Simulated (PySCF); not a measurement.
Sulfur difluoride, SF₂.
SMILES with atom numbers: `[F:1][S:2][F:3]`

Linear response at PBE0/aug-cc-pVTZ (PySCF, frozen core in the response, non-relativistic). Isolated species at its PBE0-D3(BJ)/def2-TZVP geometry, gas phase.

Static isotropic polarisability: 23.54 au (3.49 Å³), principal values 21.6, 23.2, 25.8 au.

(1) What is the polarisability at 1064 nm and at the sodium D line?

(2) What is the isotropic C6 coefficient between two such molecules, C6 = (3/π)∫α(iω)² dω?

(3) Which effective excitation energy ω̄ makes London's formula C6 = (3/4)α²ω̄ exact here?

(4) How anisotropic is the static polarisability, by Δα² = ½[(α1 − α2)² + (α2 − α3)² + (α3 − α1)²]?

(5) The lowest 10 singlets have (eV, f): 3.45, 0.000; 4.80, 0.005; 6.73, 0.069; 7.62, 0.023; 7.79, 0.000; 7.89, 0.008; 9.12, 0.044; 9.16, 0.004; 9.53, 0.004; 9.74, 0.048. What share of the static polarisability do they carry in the sum over states α = Σ f/ω²?

(6) What molar refraction at the D line follows from R = (4π/3)·N_A·α′, with α′ the polarisability volume?

## Answers

(1) 23.72 au at 1064 nm (+0.8 %), 24.16 au at 589.3 nm (+2.6 %). The rise at 589.3 nm is 3.38 times that at 1064 nm; a pure ω² law gives 3.26. The lowest singlet lies at 360 nm, shorter than both wavelengths.

(2) 256.4 au (Eh·bohr⁶) by a ten-point quadrature over imaginary frequencies, which is 153 eV·Å⁶ or 14.8 J·nm⁶/mol.

(3) ω̄ = 4·C6/(3α²) = 0.617 Eh = 16.8 eV. A one-pole form α(ω) = α/(1 − ω²/ω̄²) fitted to the 1064 nm value gives 13.2 eV.

(4) Δα = 3.7 au, or 0.16 of the isotropic value.

(5) 2.49 au, 10.6 % of α; the largest term, 1.13 au, is that of the state at 6.73 eV. Their oscillator strengths add up to 0.20. Higher states carry the rest.

(6) α′ = 3.58 Å³ gives R = 9.03 cm³/mol, for isolated, non-vibrating species.
